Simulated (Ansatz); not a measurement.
C4H8S2 (1,3-dithiane): the vertical ionisation energy from total energies

C4H8S2 has 14 atoms, charge 0, and is taken as a singlet. SMILES: `C1CSCSC1`. Geometry: relaxed at PBE0-D4/def2-TZVP. This is one conformer, not always the lowest.

Both states at this one shape; open shells run unrestricted unless said. 1 Eh = 27.2114 eV.

```
                                                    level  program  singlet C4H8S2 (Eh)  doublet [C4H8S2]+ (Eh)
                       B3LYP/6-31G* (Cartesian functions)   Ansatz          -953.619655             -953.322785
MP2/6-31G* (spherical functions), 14 core orbitals frozen   Ansatz          -951.906675             -951.602364
```

Question: Work out the vertical ionisation energy at each level.

Answer: 
1. B3LYP/6-31G* (Cartesian functions): -953.322785 − (-953.619655) = 0.296870 Eh = 8.08 eV.
2. MP2/6-31G* (spherical functions): -951.602364 − (-951.906675) = 0.304311 Eh = 8.28 eV.

No measured value is set beside it here; the levels span 8.08 to 8.28 eV.
